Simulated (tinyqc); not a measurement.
Worked calculation (part 1 of 2): G0W0 on RHF in the sto-3g basis, for H2O, spin multiplicity 1. Computed by tinyqc, a small Python program that keeps every step (integrals from PySCF). Settings: charge = 0, multiplicity = 1, basis = sto-3g, method = RHF, energy threshold = 1e-10, iteration cap = 50, orthogonalisation = canonical, start = core, DIIS depth = 6. Command: `OMP_NUM_THREADS=1 python tinyqc.py 29596 29597 out.jsonl` (the two numbers bound the seeds that draw the settings). One thread of a shared host (Intel(R) Xeon(R) Processor @ 2.60GHz), about 0.08 s of CPU time with the checks. The early iterations of the SCF are left out here.

## One-electron integrals

Geometry (angstrom):
```
atom         x          y         z
O     0.000000   0.000000  0.000000
H     0.000000   0.742000  0.689000
H     0.000000  -0.742000  0.689000
```

Basis sto-3g: exponents (1/bohr^2) and contraction coefficients of normalised primitives:
```
element  l (shell)    exponent  coefficient
O            s (1)  130.709320     0.154329
O            s (1)   23.808861     0.535328
O            s (1)    6.443608     0.444635
O            s (2)    5.033151    -0.099967
O            s (2)    1.169596     0.399513
O            s (2)    0.380389     0.700115
O            p (3)    5.033151     0.155916
O            p (3)    1.169596     0.607684
O            p (3)    0.380389     0.391957
H            s (1)    3.425251     0.154329
H            s (1)    0.623914     0.535328
H            s (1)    0.168855     0.444635
```

Overlap, kinetic and nuclear-attraction integrals over the contracted functions; the nuclear repulsion is the sum of Za Zb / Rab.

nuclear repulsion = 8.71836990 hartree

overlap S:
```
           1O 1s     1O 2s    1O 2px     1O 2py    1O 2pz     2H 1s      3H 1s
1O 1s   1.000000  0.236704  0.000000   0.000000  0.000000  0.047313   0.047313
1O 2s   0.236704  1.000000  0.000000   0.000000  0.000000  0.439196   0.439196
1O 2px  0.000000  0.000000  1.000000   0.000000  0.000000  0.000000   0.000000
1O 2py  0.000000  0.000000  0.000000   1.000000  0.000000  0.273776  -0.273776
1O 2pz  0.000000  0.000000  0.000000   0.000000  1.000000  0.254221   0.254221
2H 1s   0.047313  0.439196  0.000000   0.273776  0.254221  1.000000   0.262722
3H 1s   0.047313  0.439196  0.000000  -0.273776  0.254221  0.262722   1.000000
```

kinetic energy T (hartree):
```
            1O 1s      1O 2s    1O 2px     1O 2py    1O 2pz      2H 1s      3H 1s
1O 1s   29.003200  -0.168011  0.000000   0.000000  0.000000  -0.005739  -0.005739
1O 2s   -0.168011   0.808128  0.000000   0.000000  0.000000   0.103641   0.103641
1O 2px   0.000000   0.000000  2.528731   0.000000  0.000000   0.000000   0.000000
1O 2py   0.000000   0.000000  0.000000   2.528731  0.000000   0.178400  -0.178400
1O 2pz   0.000000   0.000000  0.000000   0.000000  2.528731   0.165657   0.165657
2H 1s   -0.005739   0.103641  0.000000   0.178400  0.165657   0.760032   0.011039
3H 1s   -0.005739   0.103641  0.000000  -0.178400  0.165657   0.011039   0.760032
```

nuclear attraction V (hartree):
```
             1O 1s       1O 2s     1O 2px      1O 2py      1O 2pz      2H 1s      3H 1s
1O 1s   -61.663678   -7.430488   0.000000    0.000000   -0.018879  -1.525482  -1.525482
1O 2s    -7.430488  -10.087428   0.000000    0.000000   -0.226110  -3.510735  -3.510735
1O 2px    0.000000    0.000000  -9.940853    0.000000    0.000000   0.000000   0.000000
1O 2py    0.000000    0.000000   0.000000  -10.058885    0.000000  -1.934138   1.934138
1O 2pz   -0.018879   -0.226110   0.000000    0.000000  -10.042626  -1.872289  -1.872289
2H 1s    -1.525482   -3.510735   0.000000   -1.934138   -1.872289  -5.640249  -1.603677
3H 1s    -1.525482   -3.510735   0.000000    1.934138   -1.872289  -1.603677  -5.640249
```

core Hamiltonian H = T + V (hartree):
```
             1O 1s      1O 2s     1O 2px     1O 2py     1O 2pz      2H 1s      3H 1s
1O 1s   -32.660478  -7.598499   0.000000   0.000000  -0.018879  -1.531222  -1.531222
1O 2s    -7.598499  -9.279300   0.000000   0.000000  -0.226110  -3.407094  -3.407094
1O 2px    0.000000   0.000000  -7.412122   0.000000   0.000000   0.000000   0.000000
1O 2py    0.000000   0.000000   0.000000  -7.530154   0.000000  -1.755738   1.755738
1O 2pz   -0.018879  -0.226110   0.000000   0.000000  -7.513894  -1.706632  -1.706632
2H 1s    -1.531222  -3.407094   0.000000  -1.755738  -1.706632  -4.880217  -1.592638
3H 1s    -1.531222  -3.407094   0.000000   1.755738  -1.706632  -1.592638  -4.880217
```

## Two-electron integrals

Functions are numbered as in S; the eight-fold symmetry (ij|kl) = (ji|kl) = (kl|ij) leaves the list below.

Two-electron integrals (ij|kl) in chemists' order, unique and non-zero (hartree):
```
(11|11) 4.785065    (21|11) 0.741380    (21|21) 0.136873    (22|11) 1.118947
(22|21) 0.256633    (22|22) 0.817206    (31|31) 0.024477    (32|31) 0.037809
(32|32) 0.180518    (33|11) 1.115814    (33|21) 0.256684    (33|22) 0.817023
(33|33) 0.880159    (41|41) 0.024477    (42|41) 0.037809    (42|42) 0.180518
(43|43) 0.047444    (44|11) 1.115814    (44|21) 0.256684    (44|22) 0.817023
(44|33) 0.785270    (44|44) 0.880159    (51|51) 0.024477    (52|51) 0.037809
(52|52) 0.180518    (53|53) 0.047444    (54|54) 0.047444    (55|11) 1.115814
(55|21) 0.256684    (55|22) 0.817023    (55|33) 0.785270    (55|44) 0.785270
(55|55) 0.880159    (61|11) 0.150342    (61|21) 0.027523    (61|22) 0.051276
(61|33) 0.051177    (61|41) 0.000931    (61|42) 0.001743    (61|44) 0.051341
(61|51) 0.000865    (61|52) 0.001619    (61|54) 0.000152    (61|55) 0.051318
(61|61) 0.005607    (62|11) 0.366494    (62|21) 0.085113    (62|22) 0.300170
(62|33) 0.295064    (62|41) 0.004683    (62|42) 0.035807    (62|44) 0.303136
(62|51) 0.004349    (62|52) 0.033249    (62|54) 0.007495    (62|55) 0.302024
(62|61) 0.017450    (62|62) 0.136615    (63|31) 0.008897    (63|32) 0.051824
(63|43) 0.007436    (63|53) 0.006904    (63|63) 0.019448    (64|11) 0.193644
(64|21) 0.045552    (64|22) 0.171540    (64|33) 0.163760    (64|41) 0.011093
(64|42) 0.071196    (64|44) 0.183076    (64|51) 0.002039    (64|52) 0.017988
(64|54) 0.011032    (64|55) 0.167592    (64|61) 0.009751    (64|62) 0.094833
(64|64) 0.084520    (65|11) 0.179813    (65|21) 0.042298    (65|22) 0.159287
(65|33) 0.152063    (65|41) 0.002039    (65|42) 0.017988    (65|44) 0.156190
(65|51) 0.010790    (65|52) 0.068527    (65|54) 0.011268    (65|55) 0.169430
(65|61) 0.009054    (65|62) 0.088060    (65|64) 0.060424    (65|65) 0.075556
(66|11) 0.506751    (66|21) 0.119599    (66|22) 0.483765    (66|33) 0.464216
(66|41) 0.008512    (66|42) 0.089753    (66|44) 0.495384    (66|51) 0.007904
(66|52) 0.083342    (66|54) 0.028942    (66|55) 0.491091    (66|61) 0.024738
(66|62) 0.277365    (66|64) 0.219798    (66|65) 0.204098    (66|66) 0.774606
(71|11) 0.150342    (71|21) 0.027523    (71|22) 0.051276    (71|33) 0.051177
(71|41) -0.000931   (71|42) -0.001743   (71|44) 0.051341    (71|51) 0.000865
(71|52) 0.001619    (71|54) -0.000152   (71|55) 0.051318    (71|61) 0.005531
(71|62) 0.016970    (71|64) 0.008660    (71|65) 0.008812    (71|66) 0.023827
(71|71) 0.005607    (72|11) 0.366494    (72|21) 0.085113    (72|22) 0.300170
(72|33) 0.295064    (72|41) -0.004683   (72|42) -0.035807   (72|44) 0.303136
(72|51) 0.004349    (72|52) 0.033249    (72|54) -0.007495   (72|55) 0.302024
(72|61) 0.016970    (72|62) 0.113269    (72|64) 0.053895    (72|65) 0.071178
(72|66) 0.191565    (72|71) 0.017450    (72|72) 0.136615    (73|31) 0.008897
(73|32) 0.051824    (73|43) -0.007436   (73|53) 0.006904    (73|63) 0.015677
(73|73) 0.019448    (74|11) -0.193644   (74|21) -0.045552   (74|22) -0.171540
(74|33) -0.163760   (74|41) 0.011093    (74|42) 0.071196    (74|44) -0.183076
(74|51) -0.002039   (74|52) -0.017988   (74|54) 0.011032    (74|55) -0.167592
(74|61) -0.008660   (74|62) -0.053895   (74|64) -0.010366   (74|65) -0.033092
(74|66) -0.080051   (74|71) -0.009751   (74|72) -0.094833   (74|74) 0.084520
(75|11) 0.179813    (75|21) 0.042298    (75|22) 0.159287    (75|33) 0.152063
(75|41) -0.002039   (75|42) -0.017988   (75|44) 0.156190    (75|51) 0.010790
(75|52) 0.068527    (75|54) -0.011268   (75|55) 0.169430    (75|61) 0.008812
(75|62) 0.071178    (75|64) 0.033092    (75|65) 0.059732    (75|66) 0.132244
(75|71) 0.009054    (75|72) 0.088060    (75|74) -0.060424   (75|75) 0.075556
(76|11) 0.157050    (76|21) 0.036850    (76|22) 0.142086    (76|33) 0.138434
(76|44) 0.140803    (76|51) 0.002883    (76|52) 0.026646    (76|55) 0.146865
(76|61) 0.007499    (76|62) 0.065787    (76|64) 0.039286    (76|65) 0.047661
(76|66) 0.141513    (76|71) 0.007499    (76|72) 0.065787    (76|74) -0.039286
(76|75) 0.047661    (76|76) 0.039316    (77|11) 0.506751    (77|21) 0.119599
(77|22) 0.483765    (77|33) 0.464216    (77|41) -0.008512   (77|42) -0.089753
(77|44) 0.495384    (77|51) 0.007904    (77|52) 0.083342    (77|54) -0.028942
(77|55) 0.491091    (77|61) 0.023827    (77|62) 0.191565    (77|64) 0.080051
(77|65) 0.132244    (77|66) 0.349145    (77|71) 0.024738    (77|72) 0.277365
(77|74) -0.219798   (77|75) 0.204098    (77|76) 0.141513    (77|77) 0.774606
```

## Orthogonalisation

S = U s U^T; canonical form X = U s^(-1/2), so that X^T S X = 1. Each column of U has its largest component positive (the first on a tie).

eigenvalues of S: 0.379000  0.459783  0.878183  1.000000  1.106483  1.277494  1.899056

X:
```
                1          2          3         4          5          6         7
1O 1s   -0.316505   0.000000   0.747151  0.000000   0.623460   0.000000  0.148198
1O 2s    1.109965   0.000000  -0.321869  0.000000   0.331562   0.000000  0.410778
1O 2px   0.000000   0.000000   0.000000  1.000000   0.000000   0.000000  0.000000
1O 2py   0.000000   0.859114   0.000000  0.000000   0.000000   0.719125  0.000000
1O 2pz   0.572653   0.000000   0.654042  0.000000  -0.610292   0.000000  0.215187
2H 1s   -0.699425  -0.847603  -0.156701  0.000000  -0.127813   0.364446  0.380506
3H 1s   -0.699425   0.847603  -0.156701  0.000000  -0.127813  -0.364446  0.380506
```

## Starting guess

The start is the orbitals of the core Hamiltonian; D = 2 C_occ C_occ^T.

D at the start:
```
            1O 1s      1O 2s    1O 2px     1O 2py     1O 2pz      2H 1s      3H 1s
1O 1s    2.132519  -0.589875  0.000000   0.000000  -0.053339   0.076888   0.076888
1O 2s   -0.589875   2.620349  0.000000   0.000000   0.320666  -0.339501  -0.339501
1O 2px   0.000000   0.000000  2.000000   0.000000   0.000000   0.000000   0.000000
1O 2py   0.000000   0.000000  0.000000   2.287928   0.000000  -0.325138   0.325138
1O 2pz  -0.053339   0.320666  0.000000   0.000000   2.199335  -0.247645  -0.247645
2H 1s    0.076888  -0.339501  0.000000  -0.325138  -0.247645   0.109859   0.017448
3H 1s    0.076888  -0.339501  0.000000   0.325138  -0.247645   0.017448   0.109859
```

## Iteration 8 (converged): orbitals

converged F (hartree):
```
             1O 1s      1O 2s     1O 2px     1O 2py     1O 2pz      2H 1s      3H 1s
1O 1s   -20.252017  -5.164791   0.000000   0.000000  -0.028173  -1.049788  -1.049788
1O 2s    -5.164791  -2.437165   0.000000   0.000000  -0.113967  -0.936549  -0.936549
1O 2px    0.000000   0.000000  -0.395033   0.000000   0.000000   0.000000   0.000000
1O 2py    0.000000   0.000000   0.000000  -0.277324   0.000000  -0.359739   0.359739
1O 2pz   -0.028173  -0.113967   0.000000   0.000000  -0.326058  -0.385238  -0.385238
2H 1s    -1.049788  -0.936549   0.000000  -0.359739  -0.385238  -0.518592  -0.376732
3H 1s    -1.049788  -0.936549   0.000000   0.359739  -0.385238  -0.376732  -0.518592
```

Diagonalise F' = X^T F X, C = X C', fill 5 alpha and 5 beta electrons from the bottom; D = 2 C_occ C_occ^T. Each column has its largest component positive (the first on a tie).

F' = X^T F X (hartree):
```
          1         2          3          4          5          6          7
1  0.075846  0.000000   1.782911   0.000000   1.319407   0.000000   0.208111
2  0.000000  0.639311   0.000000   0.000000   0.000000   0.129586   0.000000
3  1.782911  0.000000  -8.776139   0.000000  -8.951559   0.000000  -3.592022
4  0.000000  0.000000   0.000000  -0.395033   0.000000   0.000000   0.000000
5  1.319407  0.000000  -8.951559   0.000000  -9.985193   0.000000  -4.026704
6  0.000000  0.129586   0.000000   0.000000   0.000000  -0.558224   0.000000
7  0.208111  0.000000  -3.592022   0.000000  -4.026704   0.000000  -2.729676
```

orbital energies (hartree): MO1 -20.260566, MO2 -1.252429, MO3 -0.572086, MO4 -0.469871, MO5 -0.395033, MO6 0.567703, MO7 0.653173

coefficients C:
```
              MO1        MO2        MO3        MO4       MO5        MO6        MO7
1O 1s    0.994283  -0.234349   0.000000   0.105671  0.000000  -0.119965   0.000000
1O 2s    0.025333   0.851617   0.000000  -0.543512  0.000000   0.770061   0.000000
1O 2px   0.000000   0.000000   0.000000   0.000000  1.000000   0.000000   0.000000
1O 2py   0.000000   0.000000   0.623666   0.000000  0.000000   0.000000   0.930730
1O 2pz   0.004076   0.119730   0.000000   0.733195  0.000000   0.789010   0.000000
2H 1s   -0.005283   0.153047   0.452534   0.309286  0.000000  -0.745495  -0.804030
3H 1s   -0.005283   0.153047  -0.452534   0.309286  0.000000  -0.745495   0.804030
```

D after iteration 8:
```
            1O 1s      1O 2s    1O 2px     1O 2py     1O 2pz      2H 1s      3H 1s
1O 1s    2.109367  -0.463641  0.000000   0.000000   0.106943  -0.016874  -0.016874
1O 2s   -0.463641   2.042598  0.000000   0.000000  -0.592865  -0.075795  -0.075795
1O 2px   0.000000   0.000000  2.000000   0.000000   0.000000   0.000000   0.000000
1O 2py   0.000000   0.000000  0.000000   0.777918   0.000000   0.564460  -0.564460
1O 2pz   0.106943  -0.592865  0.000000   0.000000   1.103853   0.490140   0.490140
2H 1s   -0.016874  -0.075795  0.000000   0.564460   0.490140   0.647792  -0.171355
3H 1s   -0.016874  -0.075795  0.000000  -0.564460   0.490140  -0.171355   0.647792
```

## Convergence

Stop when the energy changes by less than 1e-10 hartree and every element of the error matrix X^T (F D S - S D F) X is below 3e-06.

Course of the cycle:
```
iteration   E (hartree)     change  largest element of the error matrix
1          -73.24025809          -                             9.30e-01
2          -74.90401524  -1.66e+00                             2.68e-01
3          -74.96172812  -5.77e-02                             4.31e-02
4          -74.96346462  -1.74e-03                             7.36e-03
5          -74.96353183  -6.72e-05                             1.83e-03
6          -74.96353962  -7.80e-06                             2.14e-04
7          -74.96353969  -6.84e-08                             1.53e-07
8          -74.96353969   0.000000                             2.40e-09
```

PySCF RHF in the same basis = -74.96353969 hartree

Converged in 8 iterations.

## Populations, bond orders and dipole

Mulliken: Z minus the diagonal of D S on the atom; Loewdin: the same with S^(1/2) D S^(1/2); Mayer order: 2 sum_s sum (D(s) S)_ij (D(s) S)_ji over the two atoms.

Charges (e):
```
atom   Mulliken    Loewdin
1O    -0.304349  -0.215852
2H     0.152175   0.107926
3H     0.152175   0.107926
```

Mayer bond orders:
```
pair     order
2-1   0.972594
3-1   0.972594
3-2   0.004249
```

dipole moment about the origin, x y z (debye): 0.000000  0.000000  1.707298

## Integrals over molecular orbitals

(pq|rs) = sum C_ip C_jq C_kr C_ls (ij|kl), one index at a time.

one-electron integrals over orbitals h = C^T H C (hartree):
```
            1          2          3          4          5          6          7
1  -32.643364   0.558643   0.000000  -0.240706   0.000000   0.273808   0.000000
2    0.558643  -7.628266   0.000000   0.491403   0.000000  -1.321026   0.000000
3    0.000000   0.000000  -6.257514   0.000000   0.000000   0.000000  -1.696781
4   -0.240706   0.491403   0.000000  -6.790660   0.000000  -1.204797   0.000000
5    0.000000   0.000000   0.000000   0.000000  -7.412122   0.000000   0.000000
6    0.273808  -1.321026   0.000000  -1.204797   0.000000  -5.420965   0.000000
7    0.000000   0.000000  -1.696781   0.000000   0.000000   0.000000  -5.518145
```

Two-electron integrals over orbitals (pq|rs), unique and non-zero (hartree):
```
(11|11) 4.745584    (21|11) -0.419508   (21|21) 0.058876    (22|11) 1.007578
(22|21) -0.013484   (22|22) 0.727187    (31|31) 0.011321    (32|31) 0.017812
(32|32) 0.138647    (33|11) 0.795666    (33|21) -0.004603   (33|22) 0.639444
(33|33) 0.623061    (41|11) 0.187946    (41|21) -0.023637   (41|22) 0.015387
(41|33) 0.006479    (41|41) 0.026618    (42|11) -0.145215   (42|21) 0.009235
(42|22) -0.006110   (42|33) 0.004479    (42|41) 0.017125    (42|42) 0.125868
(43|31) -0.003702   (43|32) 0.020791    (43|43) 0.051603    (44|11) 0.961427
(44|21) -0.012644   (44|22) 0.663377    (44|33) 0.587314    (44|41) -0.009680
(44|42) -0.099288   (44|44) 0.738729    (51|51) 0.026006    (52|51) 0.032612
(52|52) 0.145748    (53|53) 0.028393    (54|51) -0.013682   (54|52) -0.048716
(54|54) 0.054060    (55|11) 1.115347    (55|21) -0.011804   (55|22) 0.748495
(55|33) 0.623741    (55|41) 0.005279    (55|42) -0.078047   (55|44) 0.707986
(55|55) 0.880159    (61|11) -0.215241   (61|21) 0.032803    (61|22) 0.000091
(61|33) 0.000829    (61|41) 0.000787    (61|42) 0.021149    (61|44) -0.018550
(61|55) -0.005672   (61|61) 0.029682    (62|11) 0.291855    (62|21) -0.005950
(62|22) 0.141058    (62|33) 0.077348    (62|41) 0.018869    (62|42) 0.023071
(62|44) 0.071963    (62|55) 0.151762    (62|61) 0.009688    (62|62) 0.101128
(63|31) 0.003452    (63|32) -0.031502   (63|43) -0.029995   (63|63) 0.065520
(64|11) 0.246881    (64|21) -0.003141   (64|22) 0.106148    (64|33) 0.048133
(64|41) 0.000254    (64|42) -0.049894   (64|44) 0.130351    (64|55) 0.133677
(64|61) -0.002502   (64|62) 0.058162    (64|64) 0.086353    (65|51) 0.014209
(65|52) 0.054481    (65|54) 0.001370    (65|65) 0.036924    (66|11) 0.816734
(66|21) -0.007328   (66|22) 0.617525    (66|33) 0.569534    (66|41) 0.019910
(66|42) 0.051193    (66|44) 0.555527    (66|55) 0.594818    (66|61) 0.009531
(66|62) 0.101324    (66|64) 0.049345    (66|66) 0.602447    (71|31) 0.014825
(71|32) 0.021984    (71|43) -0.004973   (71|63) 0.003966    (71|71) 0.019456
(72|31) 0.014123    (72|32) 0.043502    (72|43) -0.036208   (72|63) 0.034353
(72|71) 0.017618    (72|72) 0.063108    (73|11) 0.361829    (73|21) -0.007319
(73|22) 0.141742    (73|33) 0.089604    (73|41) -0.000646   (73|42) -0.083545
(73|44) 0.146007    (73|55) 0.192463    (73|61) -0.006788   (73|62) 0.072479
(73|64) 0.092884    (73|66) 0.041499    (73|73) 0.158445    (74|31) -0.009647
(74|32) -0.078898   (74|43) -0.005023   (74|63) 0.046593    (74|71) -0.012502
(74|72) -0.015147   (74|74) 0.073318    (75|53) 0.023602    (75|75) 0.023718
(76|31) 0.008224    (76|32) 0.089931    (76|43) 0.053019    (76|63) -0.057590
(76|71) 0.010318    (76|72) -0.011257   (76|74) -0.060305   (76|76) 0.109626
(77|11) 0.838734    (77|21) -0.008587   (77|22) 0.614252    (77|33) 0.600577
(77|41) 0.004377    (77|42) -0.011356   (77|44) 0.589849    (77|55) 0.611269
(77|61) -0.003767   (77|62) 0.063905    (77|64) 0.042006    (77|66) 0.564960
(77|73) 0.083090    (77|77) 0.605889
```
